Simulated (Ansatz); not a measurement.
# H₂MgOS (SMILES [OH][Mg][SH]): one structure at several levels

A test off equilibrium: a structure displaced at random from a GFN2-xTB minimum is computed at several levels, and each is set against CCSD(T).

Computed with Ansatz 0.2.0, Gaussian basis. Level: single points in def2-TZVPP.

Cores are frozen in the correlated methods. The outer core shell of Li, Na, Mg and K is correlated.

## 1. The system as given

5 atoms, charge 0, spin multiplicity 1.

Atoms are counted from 1 here; the program's logs count them from 0.

Bond lengths: O1–Mg2 1.672 Å, O1–H4 1.038 Å, Mg2–S3 2.280 Å, S3–H5 1.412 Å. Angles: Mg2–O1–H4 158.0°, O1–Mg2–S3 129.3°, Mg2–S3–H5 93.9°.

Coordinates:

```
O    -0.91420   -1.13880    0.12120
Mg   -0.75050    0.47260   -0.29460
S     1.09490    1.80820   -0.20520
H    -1.37740   -2.06030    0.23760
H     1.95430    0.75860    0.18760
```

## 2. CCSD(T)/def2-TZVPP

The input, run/in.yaml:

```yaml
crystal:
  periodic: [false, false, false]
  atoms:
    - {symbol: O, position_ang: [-0.914200, -1.138800, 0.121200]}
    - {symbol: Mg, position_ang: [-0.750500, 0.472600, -0.294600]}
    - {symbol: S, position_ang: [1.094900, 1.808200, -0.205200]}
    - {symbol: H, position_ang: [-1.377400, -2.060300, 0.237600]}
    - {symbol: H, position_ang: [1.954300, 0.758600, 0.187600]}
basis:
  gaussian: {orbitals: def2-TZVPP}
correlation: {method: ccsd_t}
output: {forces: true}
```

The command line of these runs was not kept.

## 3. PBE0-D4/def2-TZVPP

Edit run/in.yaml of step 2 so:

```diff
@@ -10,3 +10,3 @@
   gaussian: {orbitals: def2-TZVPP}
-correlation: {method: ccsd_t}
-output: {forces: true}
+hamiltonian: {xc: pbe0, dispersion: d4}
+output: {forces: true, orbitals: {seedname: orbitals}}
```

## 4. wB97M-V/def2-TZVPP

Edit run/in.yaml of step 3 so:

```diff
@@ -10,3 +10,3 @@
   gaussian: {orbitals: def2-TZVPP}
-hamiltonian: {xc: pbe0, dispersion: d4}
-output: {forces: true, orbitals: {seedname: orbitals}}
+hamiltonian: {xc: {name: wB97M-V}}
+output: {forces: true}
```

## 5. r2SCAN-D4/def2-TZVPP

Edit run/in.yaml of step 4 so:

```diff
@@ -10,3 +10,3 @@
   gaussian: {orbitals: def2-TZVPP}
-hamiltonian: {xc: {name: wB97M-V}}
+hamiltonian: {xc: r2scan, dispersion: d4}
 output: {forces: true}
```

## 6. PBE-D4/def2-TZVPP

Edit run/in.yaml of step 5 so:

```diff
@@ -10,3 +10,3 @@
   gaussian: {orbitals: def2-TZVPP}
-hamiltonian: {xc: r2scan, dispersion: d4}
+hamiltonian: {xc: pbe, dispersion: d4}
 output: {forces: true}
```

## 7. CAM-B3LYP-D4/def2-TZVPP

Edit run/in.yaml of step 6 so:

```diff
@@ -10,3 +10,3 @@
   gaussian: {orbitals: def2-TZVPP}
-hamiltonian: {xc: pbe, dispersion: d4}
+hamiltonian: {xc: {name: CAM-B3LYP}, dispersion: d4}
 output: {forces: true}
```

## 8. HSE06-D4/def2-TZVPP

Edit run/in.yaml of step 7 so:

```diff
@@ -10,3 +10,3 @@
   gaussian: {orbitals: def2-TZVPP}
-hamiltonian: {xc: {name: CAM-B3LYP}, dispersion: d4}
+hamiltonian: {xc: hse06, dispersion: d4}
 output: {forces: true}
```

(Steps that only read results are left out.)

Q: Predict the outcome of this session. Wanted: energy less free atoms, CCSD(T)/def2-TZVPP; RMS force component; RMS force error; HOMO and LUMO, PBE0-D4; T1 diagnostic.

The runs gave:

| quantity | value |
| --- | --- |
| energy less free atoms, CCSD(T)/def2-TZVPP | -1351.8 kJ/mol |
| RMS force component | 1.998 to 2.143 eV/Å over the methods |
| RMS force error | PBE0-D4 0.038, wB97M-V 0.045, r2SCAN-D4 0.046, PBE-D4 0.213, CAM-B3LYP-D4 0.067, HSE06-D4 0.037 eV/Å |
| HOMO and LUMO, PBE0-D4 | -6.72 and -1.98 eV |
| T1 diagnostic | 0.011 |

What this shows: Against CCSD(T) the functionals' energies less atoms differ by -71.5 to -27.3 kJ/mol, PBE-D4 by -71.4 kJ/mol. CCSD(T) in triple zeta still lacks some correlation energy of the bonds, so part of these gaps is its own basis error and they don't rank the functionals. The forces of HSE06-D4 come nearest to CCSD(T), those of PBE-D4 are farthest. Frozen-core CCSD(T) forces in triple zeta carry basis errors of their own, and this is one geometry, so small gaps rank nothing.
